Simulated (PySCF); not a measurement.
## Stretching Al₂⁻

Set-up: Al aug-cc-pVDZ-DK; spin-free X2C with a Gaussian nucleus (PySCF 2.14). Energies in eV from Al + Al⁻ in their ground configurations at the same level. State: quartet, unpaired electrons σ ↑, π ↑↑.

| R (Å) | B97-3 | PBE0 |
| --- | --- | --- |
| 2.216 | -1.891 | -1.977 |
| 2.319 | -2.181 | -2.264 |
| 2.422 | -2.341 | -2.423 |
| 2.500 | -2.399 | -2.479 |
| 2.577 | -2.416 | -2.495 |
| 2.654 | -2.402 | -2.480 |
| 2.757 | -2.348 | -2.424 |
| 2.886 | -2.241 | -2.315 |
| 3.041 | -2.081 | -2.152 |
| 3.247 | -1.847 | -1.911 |

Task: Put a parabola through the three lowest points of the B97-3 curve and estimate Re, k and ωe (reduced mass 13.49 u; 1 eV/Å² = 0.16022 mdyn/Å; ωe = 1302.8·√(k/μ) cm⁻¹).

Result: Through R = 2.5, 2.577, 2.654 Å the second-order coefficient is 2.61 eV/Å², so Re ≈ 2.581 Å, k ≈ 0.838 mdyn/Å and ωe ≈ 325 cm⁻¹. A polynomial fit of higher order to the unrounded B97-3 energies gives Re = 2.577 Å, k = 0.825 mdyn/Å, ωe = 322 cm⁻¹; anharmonicity and rounding make the difference.

The higher-order fit for each curve: B97-3: Re = 2.577 Å, ωe = 322 cm⁻¹, De = 2.42 eV; PBE0: Re = 2.574 Å, ωe = 324 cm⁻¹, De = 2.49 eV.

The highest Kohn–Sham level is positive in this anion. Much of that is self-interaction error, but it also means that the finite basis helps to hold the extra electron. The state is the lowest determinant that a PBE0 search found; another state may lie lower at other levels.
